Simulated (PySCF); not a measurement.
Simulated S 2p region for `O=S([O-])(=O)C`, binding energy against the vacuum level.

Every computed line was given a Gaussian of 1.0 eV full width at half maximum and an area set by the number of equivalent atoms (split 2:1 within a doublet); the highest printed point is 100. Method: PySCF, delta-SCF UKS SCAN, pcX-2 on the ionised atom, pcseg-1 elsewhere, spin-free X2C.

(binding energy (eV), intensity): (166.8, 0), (166.9, 1), (167.0, 1), (167.1, 2), (167.2, 4), (167.3, 8), (167.4, 13), (167.5, 20), (167.6, 30), (167.7, 42), (167.8, 55), (167.9, 70), (168.0, 83), (168.1, 93), (168.2, 99), (168.3, 100), (168.4, 96), (168.5, 88), (168.6, 78), (168.7, 67), (168.8, 58), (168.9, 51), (169.0, 47), (169.1, 47), (169.2, 48), (169.3, 50), (169.4, 51), (169.5, 51), (169.6, 49), (169.7, 44), (169.8, 38), (169.9, 31), (170.0, 24), (170.1, 18), (170.2, 12), (170.3, 8), (170.4, 5), (170.5, 3), (170.6, 2), (170.7, 1), (170.8, 0), (170.9, 0)

Task: How many maxima does the curve show, and how many computed lines lie under it?

Result: The curve has 2 maxima (at 168.3 and 169.4 eV). Under it lie 2 lines from 1 inequivalent sulfur site, drawn as a 2p3/2, 2p1/2 pair.

Task: Decompose the envelope and assign each component. Numbering: `[CH3:1][S:2](=[O:3])(=[O:4])[O-:5]`.

Result: 
```tsv
position (eV)	relative area	line	atoms	environment
168.26	0.67	S 2p3/2	S2	sulfonyl sulfur
169.49	0.33	S 2p1/2	S2	sulfonyl sulfur
```

Task: What are the centre and the root-mean-square width of the whole band?

Result: The area-weighted mean of the lines is 168.67 eV. Their own spread about it is 0.58 eV (rms) and each Gaussian has σ = 1.0/2.355 = 0.42 eV; the variances add, which gives 0.72 eV.

Shake-up satellites, vibrational structure and lifetime widths aren't simulated. The 2p values aren't plain energy differences: one relaxed spin-free 2p hole is combined with a matrix within the shell (ground-state 2p orbital-energy differences and spin–orbit coupling). 2p3/2, the mean of its two sublevels, lies a third of the splitting below the shell's mean and 2p1/2 two thirds above it; the statistical areas are 2:1. 2p1/2 minus 2p3/2 (ligand field included): S 1.23 eV. The species carries charge -1, so core ionisation leaves a neutral species. The basis sets have no added diffuse functions. Isolated species at its PBE0-D3(BJ)/def2-SVP geometry, gas phase.

Time: 26 s; peak memory 0.39 GiB. Hardware: Arm Neoverse N1, one thread, on a shared host.
